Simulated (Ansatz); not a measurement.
Cost and result up the ladder for Mg2Al (the lowest doublet isomer of a short search) (3 atoms). The state is a doublet with charge 0. Geometry: r2SCAN-D4/def2-TZVP.

```xyz
3

Al    1.4738   -0.2375   -0.1694
Mg   -0.6870    1.2085   -1.0091
Mg   -0.7868   -0.9710    1.1785
```

Ansatz on 4 threads of AMD EPYC 7B13 on a shared host. Times are rough, and most runs start from the orbitals of an earlier one. ωB97M-V/def2-TZVP serves as the yardstick here, not as an exact answer. Differences are given only for rows in sets of like size (and for xTB, whose basis is part of the method), since another set adds its own error. Binding counts from free atoms at the same level (Al doublet, Mg singlet; other spins of the atoms weren't run), without zero-point energy or a counterpoise term.

Correlated methods freeze 7 core orbitals; core or outer-core shells of Mg are correlated, in sets that lack core-valence functions. The structure comes from a short search, and lower isomers may exist.

Run but left out: MP2/def2-TZVP, CCSD(T)/def2-TZVPD, CCSD(T)/def2-TZVPP (⟨S²⟩ 1.70, where a pure state has 0.75).

Correlated methods converge slowly with the basis.

| level | functions | wall time | binding energy per atom (eV) | difference from ωB97M-V/def2-TZVP (eV) |
| --- | --- | --- | --- | --- |
| PBE-D4/def2-SVP | 54 | 0.6 s | 0.56 | – |
| PBE-D4/def2-TZVP | 101 | 0.95 s | 0.55 | 0.26 |
| BLYP-D4/def2-TZVP | 101 | 0.95 s | 0.36 | 0.06 |
| PBE0-D4/def2-SVP | 54 | 1.1 s | 0.50 | – |
| PBE-D4/def2-TZVPD | 113 | 1.2 s | 0.55 | 0.26 |
| RPA@PBE/def2-TZVP | 101 | 1.4 s | 0.27 | -0.03 |
| PBE0-D4/def2-TZVPD | 113 | 1.5 s | 0.49 | 0.20 |
| CAM-B3LYP-D4/def2-TZVP | 101 | 2.7 s | 0.25 | -0.04 |
| r2SCAN-D4/def2-TZVP | 101 | 4.1 s | 0.57 | 0.27 |
| PBE0-D4/def2-TZVP (with forces) | 101 | 4.2 s | 0.49 | 0.20 |
| r2SCANh-D4/def2-TZVP | 101 | 4.9 s | 0.54 | 0.25 |
| r2SCAN-D4/def2-TZVPD | 113 | 5 s | 0.57 | 0.27 |
| r2SCAN0-D4/def2-TZVP | 101 | 5.5 s | 0.51 | 0.21 |
| ωB97M-V/def2-TZVP | 101 | 8 s | 0.30 | 0.00 |
